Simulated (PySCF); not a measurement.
**How methods differ on the electron affinity of Cl**

Cl⁻ [Ar] (1S) → Cl [Ne] 3s2 3p5 (2P), as a difference of total energies. Calculation: PySCF 2.14, in dyall-acv3z (19s12p6d4f, 113 functions); the spin-free X2C one-electron Hamiltonian (Gaussian nucleus). Correlated levels: valence and next inner shell: 1s2 frozen; virtual orbitals above 40 to 60 times the deepest correlated orbital energy dropped. The calculations carry no spin-orbit coupling.

| method | electron affinity (eV) |
| --- | --- |
| UHF | 2.353 |
| MP2 (valence and next inner shell) | 3.624 |
| SCS-MP2 (valence and next inner shell) | 3.524 |
| CCSD (valence and next inner shell) | 3.390 |
| CCSD(T) (valence and next inner shell) | 3.488 |

A first-order spin-orbit estimate (lowest level to lowest level, LS coupling) adds -0.035 eV.

Errors of the correlated levels include the incompleteness of this basis and the frozen core.

Which method comes closest to the reference value, and which is furthest?

The reference is 3.613 eV (measured; photodetachment measurements, as compiled on the Wikipedia data page of electron affinities). Closest: MP2 (valence and next inner shell) (error -0.024 eV); furthest: UHF (error -1.296 eV), both after the spin-orbit estimate.
